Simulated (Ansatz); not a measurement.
Task: the energy of protonation at one site of CN (charge -1), with Ansatz's Python interface. Give the script and its output. Level of theory (for the species named): MP2, def2-SVP basis, multiplicity 1.

```xyz
2

C     0.0000    0.0000    0.0000
N     0.0000    0.0000    1.4650
```

`cn.py`
```python
"""Adding a proton to CN(-)."""

import ansatz as az
import numpy as np

GEOMETRY = """
C     0.00000    0.00000    0.00000
N     0.00000    0.00000    1.46500
"""


def main() -> None:
    geometry = az.Crystal.molecule()
    for line in GEOMETRY.strip().splitlines():
        symbol, *xyz = line.split()
        geometry = geometry.atom(symbol, [float(v) for v in xyz])

    setup = (
        geometry.calculation()
        .basis(gaussian="def2-SVP")
        .correlation("mp2")
        .charge(-1)
    )
    symbols = [site.symbol for site in geometry.cartesian_sites]
    start = np.array([site.position_ang for site in geometry.cartesian_sites], dtype=float)
    data = setup.relax(force_tolerance=0.01).run(threads=1, backend="cpu").report
    end = np.array(data["positions_ang"])

    # put the proton on the side away from the neighbours, slightly off axis
    away = sum((end[1] - end[j]) / np.linalg.norm(end[1] - end[j]) for j in [0]) + np.array([0.15, 0.1, -0.2])
    proton = end[1] + 1.0 * away / np.linalg.norm(away)
    acid = az.Crystal.molecule()
    for symbol, place in zip(symbols, end):
        acid = acid.atom(symbol, place.tolist())
    acid = acid.atom("H", proton.tolist())
    protonated = (
        acid.calculation()
        .basis(gaussian="def2-SVP")
        .correlation("mp2")
        .relax(force_tolerance=0.01, max_steps=80)
    )
    after = protonated.run(threads=1, backend="cpu").report
    xyz = np.array(after["positions_ang"])
    reach = np.linalg.norm(xyz[:-1] - xyz[-1], axis=1)
    print(f"base {data['free_energy_ev']:.5f} eV, protonated {after['free_energy_ev']:.5f} eV")
    print(f"the proton ends {reach.min():.3f} A from {symbols[reach.argmin()]}{reach.argmin()}")
    print(f"electronic proton affinity {96.485332 * (data['free_energy_ev'] - after['free_energy_ev']):.1f} kJ/mol")


if __name__ == "__main__":
    main()
```

```console
$ python cn.py
base -2516.92586 eV, protonated -2532.22304 eV
the proton ends 1.004 A from N1
electronic proton affinity 1476.0 kJ/mol
```

Total energies depend on the basis set; only differences at equal settings carry meaning. The proton is put on one chosen atom, which needn't be the most basic site, so the molecule's proton affinity can be higher; the ends are stationary points, not checked by frequencies, and zero-point and thermal terms count only where printed. The spin state was assumed, and another may lie lower. Anions want diffuse functions, which this basis lacks. Timing: 3.4 s on 1 thread of Arm Neoverse V1, with other jobs on the host, peak memory 0.17 GiB.
